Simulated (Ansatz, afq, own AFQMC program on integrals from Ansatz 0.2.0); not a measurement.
Integrals from Ansatz 0.2.0, then the random walk in our own AFQMC program (afq).

```yaml
crystal:
  periodic: [false, false, false]
  atoms:
    - {symbol: N, position_ang: [0.000000, 0.058213, 0.554197]}
    - {symbol: C, position_ang: [0.000000, -0.158358, -0.729711]}
    - {symbol: H, position_ang: [0.000000, 0.966683, 1.015161]}
    - {symbol: H, position_ang: [0.000000, -0.726972, 1.192196]}
    - {symbol: H, position_ang: [0.000000, 0.838355, -1.213380]}
basis:
  gaussian: {orbitals: cc-pVDZ}
magnetization: {spin_polarized: false}
correlation: {method: ccsd_t, electrons: outside_noble_gas, hamiltonian_folder: ham}
```

```sh
$ ansatz run in.yaml --threads 1 --pin off --events-out ev --progress --plain --max-ram 1382MiB
```

afq runs on the folder ham with

```
--method free --trial cisd --walkers 60 --time-step 0.03 --max-blocks 80 --target-error 0.00042 --factor-cut 1e-05 --seed 3348 --times 0,0.21,0.42,0.81,1.2,1.8,2.4,3 --taylor-order 8
```

Times are imaginary, in 1/Eh. The walk had a cap of 733 s.

```
orbitals 41  electrons 6 6  factors 330 of 398
reference energy -93.98975447 Eh
CCSD correlation -0.31695520 Eh in 11 cycles, weight of the determinant in the CISD state 0.8844
repeat  energy at the last time / Eh  error
    10  -94.318638  0.002059
    20  -94.315628  0.002227
    30  -94.316169  0.001600
    40  -94.316164  0.001352
    50  -94.316586  0.001198
    60  -94.316442  0.001034
    70  -94.316315  0.001034
    80  -94.316658  0.000982
time / (1/Eh)  energy / Eh  error  mean overlap
  0.00  -94.306370  0.000479  1.1287
  0.21  -94.312476  0.000409  1.1216
  0.42  -94.315488  0.000370  1.1152
  0.81  -94.316717  0.000440  1.1046
  1.20  -94.316659  0.000517  1.1096
  1.80  -94.316334  0.000588  1.1331
  2.40  -94.316406  0.000649  1.1473
  3.00  -94.316658  0.000982  1.1778
energy -94.316658 +/- 0.000982 Eh
```

Estimate how long the walk took on 1 thread of Intel(R) Xeon(R) Platinum 8259CL CPU @ 2.50GHz (Skylake/Cascade Lake), with other jobs on the host.

3.4 min of wall time.

The run passed its tests (error under three times the target), which doesn't prove that it has relaxed.

Against this walk (error 26.7 meV) on the same determinant: CCSD(T) 14.3 meV higher (within the noise), CCSDT(Q) 22.8 meV lower (within the noise). The error is statistical, and a free projection of finite length keeps a remainder of its start.

Cautions: remainder of the start not in the error; error above the target (26.7 against 11.4 meV).

CCSDT and higher add their correlation energy to the determinant of the CCSD(T) run, since their own runs factorise the integrals more tightly (a shift of under 2 meV). A walk keeps the symmetry of its determinant, which the program's search chose and which needn't be the lowest solution, so a lower state of the same spin and another symmetry isn't excluded.
